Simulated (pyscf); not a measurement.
Optimised with ωB97X-D3(BJ)/def2-SVP in PySCF. MP2 and CC: frozen core, UHF for open shells. ΔMP2 is the change of the MP2 total energy from the triple- to the quadruple-zeta basis.

### Question
For the elementary gas-phase step H₃Si–O–PH₂ → PH₃ + silanone (O=SiH₂) (singlet surface; O–P, H–Si broken, H–P formed), what barrier and reaction energy does CCSD(T)/def2-TZVPP + ΔMP2(QZVPP) give, measured from the reactant's lowest minimum found?

### Answer
ΔE‡ = 63.6 kcal/mol, ΔE = +41.6 kcal/mol. Zero-point energy shifts the barrier by -1.0 kcal/mol. It is an elimination, with an imaginary mode of 695i cm⁻¹. On the product side the descent ends in an adduct with a P–Si contact (not fully relaxed), 17.5 kcal/mol under the separated species and 34.8 kcal/mol under the saddle at ωB97X-D3(BJ)/def2-TZVP. H₃Si–O–PH₂ lies 5.7 kcal/mol over its isomer HO–SiH₂–PH₂ (electronic energy, ωB97M-D3(BJ)/def2-TZVP). This is the saddle that the search found; another between the same sides may lie lower. The CCSD(T) − MP2 part came from Ansatz, without density fitting, on the same reference.
